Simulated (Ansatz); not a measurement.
# A-type hexagonal La2O3

All values below come from r²SCAN in Ansatz (plane waves, PAW).

Run with plane-wave cutoff 500 eV, 12×12×6 k mesh (along the axes of the cell as run), gaussian smearing 0.02 eV, scalar-relativistic PAW data made under PBE.

Cell (relaxed at this level):

Space group P-3m1 (No. 164); a = b = 3.935 Å, c = 6.125 Å, α = β = 90.00°, γ = 120.00°

| atom | site | symmetry | x | y | z |
|---|---|---|---|---|---|
| La | 2d | 3m. | 0.3333 | 0.6667 | 0.2461 |
| O | 1a | -3m. | 0.0000 | 0.0000 | 0.0000 |
| O | 2d | 3m. | 0.6667 | 0.3333 | 0.3538 |

```json
{
 "band_gap": "4.23 eV (on the SCF k mesh)"
}
```

Spin–orbit coupling is not included.

Computed values are for the static lattice.

Ansatz is a program for electronic structure.
